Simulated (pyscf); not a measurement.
Four-centre exchange: H₃Si–I + H₂O -> HO–SiH₂–I + H₂

Gas phase, singlet surface, charge 0. Bonds broken: Si2–H3, O6–H7. Bonds formed: Si2–O6, H3–H7. Optimised with ωB97X-D3(BJ)/def2-SVP in PySCF.

Transition state (Å):

```xyz
8

I      1.4069     1.6241     0.4789
Si    -0.2829    -0.1100    -0.2806
H     -1.5145    -1.3406    -0.2209
H     -1.2772     0.8316    -0.8388
H      0.5774    -0.9148    -1.1696
O     -0.4633    -0.6949     1.4448
H     -1.3081    -1.2214     0.9072
H     -0.5014    -0.0717     2.1910
```

One imaginary mode, 1383i cm⁻¹; descent along it reached the two sides named.

| bond | change | reactant side (Å) | saddle | product side |
|---|---|---|---|---|
| Si2–H3 | breaks | 1.481 | 1.742 | 4.1 |
| O6–H7 | breaks | 0.966 | 1.131 | 2.529 |
| Si2–O6 | forms | 3.0 | 1.831 | 1.659 |
| H3–H7 | forms | 2.9 | 1.153 | 0.761 |

Electronic energies relative to the separated reactants (kcal/mol):

```tsv
level	barrier	reaction energy	reverse barrier
ωB97X-D3(BJ)/def2-TZVP	31.9	-19.0	50.9
PBE/def2-TZVP	26.7	-17.7	44.4
r²SCAN/def2-TZVP	27.6	-20.3	47.9
B3LYP-D3(BJ)/def2-TZVP	31.2	-19.3	50.6
PBE0-D3(BJ)/def2-TZVP	28.7	-17.5	46.2
M06-2X/def2-TZVP	30.6	-21.2	51.8
ωB97M-D3(BJ)/def2-TZVP	31.1	-18.7	49.8
HF/def2-TZVP	49.4	-16.8	66.3
```

With ωB97M-D3(BJ)/def2-TZVP energies and thermal terms (ideal gas, 1 atm, RRHO with modes under 100 cm⁻¹ raised to 100, one conformer, R ln 2 for chiral ones without a mode under 150 cm⁻¹), in kcal/mol:

```tsv
T (K)	ΔH‡	ΔG‡	ΔH	ΔG
298	29.4	39.2	-21.3	-20.3
600	29.5	49.2	-20.3	-19.7
900	30.1	58.9	-19.3	-19.7
1200	30.9	68.4	-18.6	-19.9
```

The same reactants have a lower exit, to HI + HO–SiH₃ (barrier +14.8 kcal/mol at ωB97M-D3(BJ)/def2-TZVP, against +31.1 kcal/mol here). This is the saddle that the search found; another between the same sides may lie lower. Elements past Kr carry the def2 core potentials, without spin-orbit coupling.
